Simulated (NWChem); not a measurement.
Basis-set dependence for CH₃O

```
C
O 1 1.3547
H 1 1.1119 2 114.49
H 1 1.1123 3 110.68 2 -130.69
H 1 1.1191 3 105.72 4 -113.45
```
Charge 0, spin multiplicity 2.

The numbers come from NWChem runs, not from measurements. Structure: optimised with UB3LYP/def2-SVP, a minimum by its harmonic frequencies.

Hartree-Fock energies in Ha, correlation energies in mHa.

The correlated methods keep 2 core orbitals frozen. The Pople sets run with spherical d functions. The structure started from a generated list of species. The stability of the SCF solutions was not checked. Open-shell Hartree-Fock references start from PBE0 orbitals. Coupled-cluster values serve here as a point of comparison, not as the truth.

| basis | functions | UHF | UMP2 | SCS-UMP2 | CCSD on ROHF | CCSD[T] on ROHF | CCSD(T) on ROHF | CCSD on UHF | CCSD[T] on UHF | CCSD(T) on UHF | URI-MP2 |
|---|---|---|---|---|---|---|---|---|---|---|---|
| 6-31G* | 34 | -114.41743 | -263.6 | -261.3 | -297.9 | -304.8 | -304.1 | -293.2 | -299.9 | -299.2 | not run |
| cc-pVDZ | 43 | -114.42857 | -288.0 | -287.6 | -324.2 | -331.8 | -331.3 | -319.5 | -326.8 | -326.3 | -288.0 |
| cc-pVTZ | 102 | -114.46438 | -369.1 | -370.6 | not run | not run | not run | not run | not run | not run | -369.0 |

From cc-pVDZ to cc-pVTZ the Hartree-Fock energy moves by -35.8 mHa and the UMP2 correlation energy by -81.1 mHa, which is 22 % of its value in the larger set.
